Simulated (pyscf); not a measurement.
A first-order saddle from PySCF, ωB97X-D3(BJ)/def2-SVP:

```xyz
6

N      0.2639    -0.2173    -0.0536
Si     0.2554     1.0032     1.1097
H      1.2708    -1.1481    -0.1539
H     -0.4115    -0.4357    -0.7851
H      1.8548    -1.7844    -0.3009
F      1.6487     0.7228     1.9225
```
Charge 0, spin multiplicity 2.

Surface: doublet, charge 0. Lowest wavenumbers (cm⁻¹): 1247i, 181, 188, 393, 425.

Task: Name the species on either side of this saddle.

Result: [HN=Si–F]• + H₂ ⇌ H₂N–Si:–F [singlet] + H•, a hydrogen abstraction read from left to right: H–H broken and H–N formed. At ωB97M-D3(BJ)/def2-TZVP it lies +10.4 kcal/mol from the left side and +16.9 kcal/mol from the right (each side as separated species at their lowest minima found). This is the saddle that the search found; another between the same sides may lie lower. The angle at the transferred H is 173°.
